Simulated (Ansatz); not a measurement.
**BH₂O+ (triplet): wave-function methods side by side, cc-pVDZ**

How much of the correlation energy of BH₂O+ (triplet) does each wave-function method recover here?

Method: cc-pVDZ, core rule «outside noble gas», up to 2 orbitals frozen; program: Ansatz 0.2.0, Gaussian basis.

To be run: UHF; CCSD(T) on ROHF; CCSD(T) on UHF; BCCD(T) on ROHF; CISD as a restricted active space (open shells left free, so some higher excitations enter); CCSDT(Q) on ROHF; CCSDT(Q) on UHF.

27 further runs of the same task are left out: 15 for a known fault of the program, 4 that didn't finish, 8 set aside as unsound or not needed. Runs told in other sessions of the task aren't counted.

### 1 The geometry

The geometry is a PBE0/def2-TZVP stationary point (not a proven minimum) of the parent state, kept for this charge and spin.

4 atoms, charge 1, spin multiplicity 3.

Atoms are counted from 1 here; the program's logs count them from 0.

Bond lengths: B1–O2 1.333 Å, B1–H3 1.201 Å, O2–H4 0.961 Å. Angles: O2–B1–H3 121.0°, B1–O2–H4 114.7°.

### 2 UHF

Input file in.yaml:

```yaml
crystal:
  periodic: [false, false, false]
  atoms:
    - {symbol: B, position_ang: [0.000000, -0.238444, 0.741561]}
    - {symbol: O, position_ang: [0.000000, 0.160716, -0.530327]}
    - {symbol: H, position_ang: [0.000000, 0.558957, 1.639208]}
    - {symbol: H, position_ang: [0.000000, -0.552553, -1.174989]}
basis:
  gaussian: {orbitals: cc-pVDZ}
total_charge: 1
magnetization: {spin_polarized: true, initial_magnetization: 2}
hamiltonian: {xc: hf}
output: {orbitals: {seedname: orbitals}}
```

Command:

```console
$ ansatz run in.yaml --threads 1 --pin off --events-out ev --progress --plain --max-ram 2393MiB
```

After this run come: CCSD(T) on ROHF; CCSD(T) on UHF; BCCD(T) on ROHF; CISD as a restricted active space (open shells left free, so some higher excitations enter); CCSDT(Q) on ROHF; CCSDT(Q) on UHF.

**Question.** What will the summary of the whole plan be? Wanted: UCCSDT(Q) from the RHF energy; RMP2 from UCCSDT(Q); UMP2 from UCCSDT(Q); RCCSD from UCCSDT(Q); RCCSD(T) from UCCSDT(Q); UCCSD(T) from UCCSDT(Q); RCCSDT(Q) from UCCSDT(Q); T1 diagnostic.

As calculated:

| quantity | value |
| --- | --- |
| UCCSDT(Q) from the ROHF energy | -6.1431 eV |
| RMP2 from UCCSDT(Q) | +81.5 kJ/mol |
| UMP2 from UCCSDT(Q) | +81.7 kJ/mol |
| RCCSD from UCCSDT(Q) | +11.9 kJ/mol |
| RCCSD(T) from UCCSDT(Q) | +2.3 kJ/mol |
| UCCSD(T) from UCCSDT(Q) | +2.2 kJ/mol |
| RCCSDT(Q) from UCCSDT(Q) | +0.1 kJ/mol |
| levels within 1 kcal/mol (43 meV) | RCCSD(T), UCCSD(T), BCCD(T), RCCSDT, UCCSDT, RCCSDT(Q) |
| T1 diagnostic | 0.015 |

**Reading.** RCCSD(T) misses by +2.3 kJ/mol, 0.4 % of the correlation energy. These misses are within one basis, not against nature; the frozen cores of restricted and unrestricted runs differ, which can shift their rows.

With open shells the CI space here admits some higher excitations, so it is larger than plain CISD.
